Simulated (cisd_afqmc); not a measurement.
Input (AFQMC/CISD/aug-cc-pV(D+d)Z; cisd_afqmc is a phaseless AFQMC code with CISD trial states that reads the integrals written by Ansatz): A basis named .json is the Basis Set Exchange file of that set.

Ansatz 0.2 input:
```python
import cisd_afqmc

open("ham.yaml", "w").write("""\
crystal:
  periodic: [false, false, false]
  atoms:
    - {symbol: Cl, position_ang: [0.01881954, -0.81730081, 0.00000000]}
    - {symbol: H, position_ang: [-0.47048846, 0.56948019, 0.00000000]}
    - {symbol: O, position_ang: [0.01881954, 1.66557919, 0.00000000]}
basis:
  gaussian:
    orbitals: aug-cc-pV_D+d_Z.json
magnetization: {spin_polarized: true, initial_magnetization: 2}
correlation: {method: ccsd, electrons: outside_noble_gas, hamiltonian_folder: ham}
""")
rep = cisd_afqmc.ansatz("ham.yaml")
e_ccsd = rep["correlation"]["coupled_cluster"]["energy"]["hartree"]
out = cisd_afqmc.run("ham", e_ccsd, trial="CISD", walkers=100, populations=8, threads=8, dt=0.005, steps=40, early=24, settle=10, least=32,
    cut=5e-5, rank_cut=2e-4, target=0.0004, seconds=1500, seed=1, memory=17280, gpu=False)
```

Output:

```
orbitals 58, occupied [8, 6], factors 326 of 603, rank of the doubles 302 of 712
E(HF) = -534.839658
E(CCSD) on the cut factors = -535.175241, shift to the whole factors -0.000008
Energy of the trial state on the determinant = -535.175265
  tau behind 7.2 of longer steps, mean of the populations' last blocks
   2.0  -535.18833
   4.0  -535.18539
   6.0  -535.18717
   8.0  -535.18790
  10.0  -535.18679
  12.0  -535.18850
  14.0  -535.18733
  16.0  -535.18649
  18.0  -535.18613
blocks 881 (4 outliers left out), error by blocks joined: 1: 0.00021, 2: 0.00026, 4: 0.00032, 8: 0.00037, 16: 0.00039
E(AFQMC/CISD) = -535.18704 +/- 0.00039
```

The determinant is spin-contaminated: <S^2> is 2.03, 0.03 over the pure value.
